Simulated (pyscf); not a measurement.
## Hydrogen abstraction: •H₂Ge–AsH₂ + H₂ → H₃Ge–AsH₂ + H•

Gas phase, doublet surface, charge 0. Bonds broken: H2–H6. Bonds formed: Ge5–H6. Structures and frequencies: ωB97X-D3(BJ)/def2-SVP in PySCF.

Transition state (Å):

```xyz
8

As    -1.3423    -1.4331     0.6316
H      0.0762     2.6940     0.8522
H     -1.6525    -2.3360    -0.5514
H     -2.6841    -0.7263     0.5371
Ge    -0.2572     0.2051    -0.7528
H     -0.0841     1.5260     0.1049
H      1.1385    -0.3094    -1.1411
H     -1.0511     0.5429    -2.0252
```

One imaginary mode, 700i cm⁻¹; descent along it reached the two sides named.

| bond | change | reactant side (Å) | saddle | product side |
|---|---|---|---|---|
| H2–H6 | breaks | 0.763 | 1.396 | 3.4 |
| Ge5–H6 | forms | 3.3 | 1.585 | 1.536 |

Electronic energies relative to the separated reactants (kcal/mol):

| level | barrier | reaction energy | reverse barrier |
|---|---|---|---|
| ωB97X-D3(BJ)/def2-TZVP | 23.7 | +20.9 | 2.8 |
| PBE/def2-TZVP | 22.6 | +23.3 | -0.7 |
| r²SCAN/def2-TZVP | 22.2 | +24.4 | -2.2 |
| B3LYP-D3(BJ)/def2-TZVP | 24.2 | +25.5 | -1.3 |
| PBE0-D3(BJ)/def2-TZVP | 21.9 | +21.5 | 0.5 |
| M06-2X/def2-TZVP | 29.4 | +26.3 | 3.2 |
| ωB97M-D3(BJ)/def2-TZVP | 25.6 | +22.8 | 2.8 |
| HF/def2-TZVP | 25.0 | +16.5 | 8.4 |

With ωB97M-D3(BJ)/def2-TZVP energies and thermal terms (ideal gas, 1 atm, RRHO with modes under 100 cm⁻¹ raised to 100, one conformer, R ln 2 for chiral ones without a mode under 150 cm⁻¹), in kcal/mol:

```
T (K)   ΔH‡   ΔG‡     ΔH     ΔG
-----  ----  ----  -----  -----
298    23.5  30.8  +21.8  +23.1
600    23.2  38.3  +21.8  +24.4
900    23.5  45.8  +22.3  +25.6
1200   24.0  53.2  +23.0  +26.6
```

At PBE, r²SCAN, B3LYP-D3(BJ) this geometry lies under the product side: in single points on another level's saddle the reverse barrier vanishes, and the forward threshold there is about the reaction energy. This saddle turned up in a search for another step; its sides and bond changes are read from the two ends of the descent. •H₂Ge–AsH₂ lies 7.8 kcal/mol over its isomer H₃Ge–AsH• (electronic energy, ωB97M-D3(BJ)/def2-TZVP). This is the saddle that the search found; another between the same sides may lie lower. The angle at the transferred H is 179°. Elements up to Kr have no core potential and no relativistic terms here.
